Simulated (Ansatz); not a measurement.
# [Br···H···CH₃], doublet along the distance Br1-H2

Starting geometry:

```xyz
6

Br   -0.5107    0.0000    0.0000
H     0.9099    0.0000    0.0000
C     2.6533    0.0000    0.0000
H     2.6533   -1.0800    0.0000
H     2.6533    0.5400    0.9353
H     2.6533    0.5400   -0.9353
```

From there H2 is moved from one fragment to the other while all else, the fragments' distance too, stays fixed, so the hump isn't the reaction's barrier; atoms are numbered as listed. Energies are in eV, counted from the starting geometry at the same level.

Basis cc-pVDZ; Ansatz 0.2.0. Only valence electrons are correlated (noble-gas cores and the filled d shells of p-block atoms frozen). R marks a restricted (for open shells ROHF) determinant, U an unrestricted one. Active spaces: valence = (15e, 12o) chosen from the atoms' valence shells. No spin–orbit coupling is included, and no scalar relativity.

Runs in a small pair space aren't shown, since their orbitals change along the scan.

Full CI isn't at hand for all of this; UCCSDT(Q) serves as the reference, and is uncertain by about the last step of the cluster series. The frozen core follows each run's orbitals, which can shift R against U totals by a few meV for light atoms and by up to 0.1 eV past Ca.

```json
{"distance Br1-H2 (Å)": "1.421", "UCCSDT(Q)": "0.000", "error RHF": "0.000", "error UMP2": "0.000", "error RCCSD(T)": "0.000", "error BCCD(T)": "0.000", "error UCCSDT": "0.000", "error MRCISD+Q (valence space)": "0.000"}
{"distance Br1-H2 (Å)": "1.514", "UCCSDT(Q)": "-0.001", "error RHF": "0.097", "error UMP2": "0.017", "error RCCSD(T)": "0.003", "error BCCD(T)": "0.003", "error UCCSDT": "0.001", "error MRCISD+Q (valence space)": "0.001"}
{"distance Br1-H2 (Å)": "1.701", "UCCSDT(Q)": "0.117", "error RHF": "0.365", "error UMP2": "0.076", "error RCCSD(T)": "0.008", "error BCCD(T)": "0.007", "error UCCSDT": "0.003", "error MRCISD+Q (valence space)": "0.001"}
{"distance Br1-H2 (Å)": "1.887", "UCCSDT(Q)": "0.045", "error RHF": "0.368", "error UMP2": "0.053", "error RCCSD(T)": "0.004", "error BCCD(T)": "0.004", "error UCCSDT": "0.002", "error MRCISD+Q (valence space)": "0.002"}
{"distance Br1-H2 (Å)": "2.074", "UCCSDT(Q)": "0.080", "error RHF": "0.120", "error UMP2": "-0.009", "error RCCSD(T)": "-0.001", "error BCCD(T)": "0.000", "error UCCSDT": "0.000", "error MRCISD+Q (valence space)": "0.000"}
```

Errors are those of relative energies. In total energy the starting point itself misses UCCSDT(Q) by: RHF 8.383, UMP2 1.170, RCCSD(T) 0.029, BCCD(T) 0.030, UCCSDT 0.011, MRCISD+Q (valence space) 0.027 eV.

Spread of the error over the points with a reference, to 2.074 Å (largest less smallest): MRCISD+Q (valence space) 0.002, UCCSDT 0.003, BCCD(T) 0.008, RCCSD(T) 0.008, UMP2 0.085, RHF 0.368 eV.
